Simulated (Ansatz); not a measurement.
Cohesive energy of some III–V compounds

Method: HSE06 in Ansatz (PAW). References are measured values corrected to a static lattice. The table is a random draw of 6 from 7 solids with such references.

Values in eV/atom.

| solid | reference | HSE06 | error (eV/atom) |
|---|---|---|---|
| zinc-blende BP | 5.14 | 5.27 | +0.13 |
| wurtzite AlN | 5.85 | 5.68 | -0.17 |
| zinc-blende GaAs | 3.34 | 3.16 | -0.18 |
| cubic BN | 6.76 | 6.85 | +0.09 |
| zinc-blende GaP | 3.61 | 3.51 | -0.10 |
| zinc-blende AlP | 4.32 (4.20–4.32) | 4.12 | -0.20 |

Over these 6 solids the mean error is -0.07 eV/atom, the mean absolute error 0.14 eV/atom (median 0.15 eV/atom), and the worst case zinc-blende AlP at -0.20 eV/atom; the value is too low in 4 of 6 cases. Over all 7, from unrounded values, the mean error is -0.09 eV/atom and the mean absolute error 0.16 eV/atom (median 0.17 eV/atom).

All these references are brought to a static lattice.

Brackets give the range of the sources taken for a reference, where it is wide; it can hold other temperatures.

Differences are worked out from the printed values.

Free atoms are spin-polarised, in the lowest state found; at levels without +SOC their spin–orbit coupling is left out. Each level is taken at its own relaxed cell. Ansatz's density-functional and Hartree–Fock values are scalar-relativistic unless marked +SOC, with PAW data made under PBE.

Not in this set, of the III–V compounds with a reference value in our tables and a result at some level: 2 for sources at odds; 2 for the spin–orbit terms of free Br, In, Sn, Te, I and atoms past barium, a cut that leaves lighter open-shell atoms' terms in the errors; 1 for a reference at room or unstated temperature. These can be a level's best or worst cases. At least 1 more with a reference value is held back for tests. Solids without a released value at any level aren't counted. Layered and molecular crystals are counted apart.

References as tabulated in Mejia-Rodriguez and Trickey (2018), arXiv:1807.09216. Worked out here from the CRC Handbook's enthalpies at 298 K, with a Debye model for the thermal and zero-point parts: AlN.

Ansatz is an electronic-structure program.
